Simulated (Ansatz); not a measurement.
System (SMILES): [C]#N (C-N), doublet.
Atoms: C1, N2. Bonds: C1-N2.

Basis-set convergence of the highest harmonic wavenumber at MP2 with Ansatz (a first-principles code). Each level at its own minimum, finite differences of forces, unscaled; the reference is a large set that could be run, not a limit. All functions are spherical. Cores are frozen. The T1 diagnostic of CCSD is high for at least one species. An unrestricted Hartree-Fock determinant is markedly spin-contaminated. Open shells are unrestricted. No added dispersion term, no relativity. Reference: the value in aug-cc-pVQZ, 2917 cm⁻¹, itself unsure by roughly 9 cm⁻¹ (its mean distance from def2-QZVPP, cc-pVQZ, aug-cc-pVTZ). Deviations are taken from unrounded values.

```
basis            functions
---------------  ---------
aug-cc-pVDZ             46
def2-TZVPPD             74
jun-cc-pV(T+d)Z         78
cc-pCVTZ                86
aug-cc-pVTZ             92
aug-cc-pVQZ            160
```

Task: Which is the smallest set listed that can be trusted to 50 cm⁻¹ here, that is, within that of the reference together with its larger relatives (same family, alike in diffuse functions; a set with none to test it counts only in the reference's own line)?

Result: The smallest set listed that lies within 50 cm⁻¹ of the reference with all its larger relatives (same family, alike in diffuse functions; a set with none counts only in the reference's own line) is jun-cc-pV(T+d)Z (78 functions, -26 cm⁻¹ off). Inside, with no larger relative to test it: def2-TZVPPD, cc-pCVTZ. Value minus reference: aug-cc-pVDZ -80, def2-TZVPPD -21, jun-cc-pV(T+d)Z -26, cc-pCVTZ -21, aug-cc-pVTZ -22, aug-cc-pVQZ 0 cm⁻¹.
